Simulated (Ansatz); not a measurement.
**The silicon atom (triplet): the correlation ladder, cc-pVQZ**

How much of the correlation energy of the silicon atom (triplet) does each wave-function method recover here?

Computed with Ansatz 0.2.0, Gaussian basis. Level: cc-pVQZ, core rule «outside noble gas», up to 5 orbitals frozen.

To be run: UHF; CCSD(T) on ROHF; CCSD(T) on UHF; BCCD(T) on ROHF; CISD; CCSDT(Q) on ROHF; CCSDT(Q) on UHF; CASSCF and MRCISD+Q, 4 electrons in 4 orbitals; CASSCF and MRCISD+Q(relaxed), 4 electrons in 4 orbitals; CASSCF and NEVPT4(SD), 4 electrons in 4 orbitals; CASSCF and NEVPT2, 4 electrons in 4 orbitals.

## Step 1: The atom

A free atom, in its lowest state of this spin that the program finds.

1 atom, charge 0, spin multiplicity 3.

## Step 2: UHF

Input file in.yaml:

```yaml
crystal:
  periodic: [false, false, false]
  atoms:
    - {symbol: Si, position_ang: [0.000000, 0.000000, 0.000000]}
basis:
  gaussian: {orbitals: cc-pVQZ}
magnetization: {spin_polarized: true, initial_magnetization: 2}
hamiltonian: {xc: hf}
output: {orbitals: {seedname: orbitals}}
```

The run is started by

```console
$ ansatz run in.yaml --threads 1 --pin off --events-out ev --progress --plain --max-ram 2393MiB
```

After this run come: CCSD(T) on ROHF; CCSD(T) on UHF; BCCD(T) on ROHF; CISD; CCSDT(Q) on ROHF; CCSDT(Q) on UHF; CASSCF and MRCISD+Q, 4 electrons in 4 orbitals; CASSCF and MRCISD+Q(relaxed), 4 electrons in 4 orbitals; CASSCF and NEVPT4(SD), 4 electrons in 4 orbitals; CASSCF and NEVPT2, 4 electrons in 4 orbitals.

Q: Predict the results of all the runs planned. Wanted: UCCSDT(Q) below the RHF energy; RMP2 from UCCSDT(Q); UMP2 from UCCSDT(Q); RCCSD from UCCSDT(Q); RCCSD(T) from UCCSDT(Q); UCCSD(T) from UCCSDT(Q); RCCSDT(Q) from UCCSDT(Q); NEVPT2 valence from UCCSDT(Q); NEVPT4(SD) valence from UCCSDT(Q).

**Answer**, as computed:

```
                         quantity                                                                                                                    value
   UCCSDT(Q) below the RHF energy                                                                                                               -2.2935 eV
              RMP2 from UCCSDT(Q)                                                                                                          +12.56 kcal/mol
              UMP2 from UCCSDT(Q)                                                                                                          +12.70 kcal/mol
             RCCSD from UCCSDT(Q)                                                                                                           +2.40 kcal/mol
          RCCSD(T) from UCCSDT(Q)                                                                                                           +0.51 kcal/mol
          UCCSD(T) from UCCSDT(Q)                                                                                                           +0.49 kcal/mol
         RCCSDT(Q) from UCCSDT(Q)                                                                                                           +0.02 kcal/mol
    NEVPT2 valence from UCCSDT(Q)                                                                                                           +9.83 kcal/mol
NEVPT4(SD) valence from UCCSDT(Q)                                                                                                           +0.91 kcal/mol
  MRCISD+Q valence from UCCSDT(Q)                                                                                                           -0.39 kcal/mol
levels within 1 kcal/mol (43 meV)  RCCSD(T), UCCSD(T), BCCD(T), RCCSDT, UCCSDT, RCCSDT(Q), NEVPT4(SD) valence, MRCISD+Q valence, MRCISD+Q(relaxed) valence
                    T1 diagnostic                                                                                                                    0.024
   effectively unpaired electrons                                                                                                                     2.01
```

**Reading.** RCCSD(T) misses by +0.51 kcal/mol, 1.0 % of the correlation energy. One determinant dominates. Of the multireference levels listed MRCISD+Q valence comes nearest in total energy (-0.39 kcal/mol), which doesn't show that its space is the better one. These misses are within one basis, not against nature; the frozen cores of restricted and unrestricted runs differ, which can shift their rows.
